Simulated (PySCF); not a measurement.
SiCl4, SMILES Cl[Si](Cl)(Cl)Cl. The structure is a stationary point at ωB97X-D3(BJ)/def2-SVP. The isomer is the one that the SMILES or the coordinates give; other isomers of the formula were not compared.

All values below come from ωB97X-D3(BJ)/def2-SVP (PySCF).

Harmonic wavenumbers (cm⁻¹): 146, 146, 218, 218, 218, 434, 654, 654, 654. Rotational constants (GHz): 1.298, 1.298, 1.298; symmetry number 12.

Problem. Work out the zero-point energy and the ideal-gas rigid-rotor harmonic-oscillator thermochemistry at 298.15 K and 1 atm.

Solution. ZPE = ½ Σ hcν = ½ × 3342 cm⁻¹ = 4.78 kcal/mol. H − E(el) = 9.39 kcal/mol. Entropy in cal/(mol K): translation 41.30, rotation 24.44, vibration 13.31, total 79.05. G − E(el) = -14.18 kcal/mol. Cp = 21.36 cal/(mol K). Modes under 150 cm⁻¹ make the vibrational entropy uncertain.
